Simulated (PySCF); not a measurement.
# triplet C3H5Cl at 6 levels

Aim: a comparison of 6 runs (UB3LYP/def2-SVP, UCAM-B3LYP/def2-SVP, UM06-2X/def2-SVP, UM06-L/def2-SVP, UPBE0/def2-SVP, UCCSD(T)/def2-SVP) of triplet C3H5Cl. 

Program for the calculation: PySCF 2.14.0.

1 further run of the same task is left out (set aside as unsound or not needed).

## 1. The molecule

C3H5Cl has 9 atoms, charge 0, and is taken as a triplet. SMILES of the parent species: `C=CCCl`. The shape is that of a PBE0-D4/def2-TZVP optimisation. That shape belongs to the parent species and isn't relaxed for this state.

Bond lengths: C1–C2 1.325 Å, C2–C3 1.483 Å, C3–Cl4 1.795 Å, C1–H5 1.083 Å, C1–H6 1.085 Å, C2–H7 1.087 Å, C3–H8 1.089 Å, C3–H9 1.090 Å. Some angles: C1–C2–C3 123.4°, C2–C3–Cl4 111.0°, C1–C2–H7 120.5°, C3–C2–H7 116.1°, C2–C1–H5 121.5°, C2–C1–H6 121.4°, C2–C3–H8 111.7°, C2–C3–H9 111.8°, Cl4–C3–H8 107.1°, Cl4–C3–H9 105.6°.

## 2. A single-point energy at UB3LYP/def2-SVP (run 1)

job.py

```python
from pyscf import gto, dft

mol = gto.M(
    atom='''
C   -0.295350   1.315190  -0.447700
C    0.370210   0.171280  -0.388240
C    0.080190  -0.891510   0.604460
Cl  -0.392790  -2.419870  -0.209260
H   -0.044240   2.079040  -1.173800
H   -1.115830   1.528620   0.230150
H    1.180420  -0.031190  -1.083310
H   -0.740340  -0.613990   1.264520
H    0.957740  -1.137570   1.203200
''',
    spin=2,
    verbose=3,
    basis='def2-svp',
    max_memory=1860,
)

calc0 = dft.UKS(mol, xc='b3lyp')
calc0.conv_tol = 1e-10
calc0.grids.level = 5
calc0.kernel()
if not calc0.converged:
    calc0 = calc0.newton().run(calc0.mo_coeff, calc0.mo_occ)

energy = calc0.e_tot
print('E = %.10f Eh' % energy)
```

Run with:

```
$ OMP_NUM_THREADS=1 python job.py
```

The program printed:

```text
WARN: HOMO -0.0895929889932185 >= LUMO -0.317657067850681

WARN: HOMO -0.074810032710066 >= LUMO -0.153085333073948

WARN: HOMO -0.112967266910981 >= LUMO -0.185861133092137

WARN: HOMO -0.114274157884946 >= LUMO -0.176803398597741

WARN: HOMO -0.11746581265696 >= LUMO -0.175051952854434

WARN: HOMO -0.118044234322246 >= LUMO -0.173853296691435

WARN: HOMO -0.118246104936013 >= LUMO -0.173753646463796

WARN: HOMO -0.118179922441563 >= LUMO -0.173692762080841

WARN: HOMO -0.118257375523581 >= LUMO -0.173758703658671

WARN: HOMO -0.118243835601406 >= LUMO -0.17374035856892

WARN: HOMO -0.118248737661457 >= LUMO -0.173740982259824

WARN: HOMO -0.118249384573874 >= LUMO -0.173741979170071

WARN: HOMO -0.118249597971578 >= LUMO -0.173741445332927

WARN: HOMO -0.118249580179881 >= LUMO -0.173741363649676

converged SCF energy = -577.121687083519  <S^2> = 2.006545  2S+1 = 3.0043602
E = -577.1216870835 Eh
```

Run time: 35 s. Hardware: 1 thread of Arm Neoverse V2, shared host; peak memory 0.45 GiB.

## 3. A single-point energy at UCAM-B3LYP/def2-SVP (run 2)

run.py

```python
from pyscf import gto, dft

molecule = gto.M(
    atom='''
C       -0.295350       1.315190      -0.447700
C        0.370210       0.171280      -0.388240
C        0.080190      -0.891510       0.604460
Cl      -0.392790      -2.419870      -0.209260
H       -0.044240       2.079040      -1.173800
H       -1.115830       1.528620       0.230150
H        1.180420      -0.031190      -1.083310
H       -0.740340      -0.613990       1.264520
H        0.957740      -1.137570       1.203200
''',
    verbose=4,
    max_memory=1860,
    spin=2,
    charge=0,
    basis='def2-svp',
)

myscf = dft.UKS(molecule, xc='cam-b3lyp')
myscf.grids.level = 5
myscf.conv_tol = 1e-10
myscf.kernel()
if not myscf.converged:
    myscf = myscf.newton().run(myscf.mo_coeff, myscf.mo_occ)

energy = myscf.e_tot
print('E = %.10f Eh' % energy)
```

Run with:

```
$ OMP_NUM_THREADS=1 python run.py
```

The program printed:

```text
PySCF version 2.14.0

[... 58 lines left out ...]
WARN: HOMO -0.0570582387408436 >= LUMO -0.312640700809514
[... 58 lines left out ...]
converged SCF energy = -577.044573533438  <S^2> = 2.0071244  2S+1 = 3.0047458
E = -577.0445735334 Eh
```

It took 45 s on 1 thread of Arm Neoverse V2, shared host; peak memory 0.45 GiB.

Runs 3 to 5 aren't shown in full; the table further down has their settings and results.

## 4. A single-point energy at UCCSD(T)/def2-SVP (run 6)

input.py

```python
from pyscf import gto, cc

molecule = gto.Mole()
molecule.atom = '''
C     -0.295350     1.315190    -0.447700
C      0.370210     0.171280    -0.388240
C      0.080190    -0.891510     0.604460
Cl    -0.392790    -2.419870    -0.209260
H     -0.044240     2.079040    -1.173800
H     -1.115830     1.528620     0.230150
H      1.180420    -0.031190    -1.083310
H     -0.740340    -0.613990     1.264520
H      0.957740    -1.137570     1.203200
'''
molecule.charge = 0
molecule.basis = 'def2-svp'
molecule.max_memory = 1860
molecule.spin = 2
molecule.verbose = 3
molecule.build()

hf = molecule.UHF()
hf.conv_tol = 1e-10
hf.kernel()
if not hf.converged:
    hf = hf.newton().run(hf.mo_coeff, hf.mo_occ)

mycc = cc.CCSD(hf, frozen=8)
mycc.kernel()
e_t = mycc.ccsd_t()
energy = mycc.e_tot + e_t
print(f'total energy: {energy:.8f} hartree')
```

Run with:

```
$ OMP_NUM_THREADS=1 python input.py
```

The program printed:

```text
WARN: HOMO 0.0328029226406561 >= LUMO -0.277596389470299

converged SCF energy = -575.629522240491  <S^2> = 2.0217005  2S+1 = 3.0144323
E(UCCSD) = -576.1818214115502  E_corr = -0.5522991710586881
UCCSD(T) correction = -0.0142214353328339
total energy: -576.19604285 hartree
```

It took 2.5 min on 1 thread of Arm Neoverse V2, shared host; peak memory 1.6 GiB.

## 5. Overview of the runs

| run | level | integration grid | frozen core orbitals | energy (Eh) | dipole moment (D) of the reference | HOMO energy (eV) | ⟨S²⟩ | wall time |
| --- | --- | --- | --- | --- | --- | --- | --- | --- |
| 1 | UB3LYP/def2-SVP | 5 | – | -577.121687 | 1.84 | -3.22 | 2.007 | 35 s |
| 2 | UCAM-B3LYP/def2-SVP | 5 | – | -577.044574 | 1.90 | -4.81 | 2.007 | 45 s |
| 3 | UM06-2X/def2-SVP | 5 | – | -577.023219 | 2.04 | -4.50 | 2.009 | 78 s |
| 4 | UM06-L/def2-SVP | 5 | – | -577.093161 | 2.09 | -2.58 | 2.012 | 78 s |
| 5 | UPBE0/def2-SVP | 5 | – | -576.814291 | 1.97 | -3.60 | 2.008 | 35 s |
| 6 | UCCSD(T)/def2-SVP | – | 8 | -576.196043 | 2.19 | -6.79 | 2.022 | 2.5 min |

## 6. Results

| quantity | value |
| --- | --- |
| run 6: total energy | -576.19604 Eh |
| run 6: dipole moment (Hartree–Fock density) | 2.19 D |
| run 6: HOMO energy (Hartree–Fock orbitals) (highest over α and β) | -6.79 eV |
| run 6: LUMO energy (Hartree–Fock orbitals) (lowest over α and β) | 0.85 eV |
| run 6: correlation energy (8 core orbitals frozen) | -566.5 mEh |
| run 6: (T) correction | -14.22 mEh |
| run 6: ⟨S²⟩ of the reference determinant | 2.022 |
| run 6: T1 diagnostic | 0.012 |

Over runs 1, 2, 3, 4, 5 the dipole moment (its size) runs from 1.84 D (UB3LYP/def2-SVP) to 2.09 D (UM06-L/def2-SVP). Totals of different functionals can't be ranked against each other. All runs together took 7 min, the longest 2.5 min.
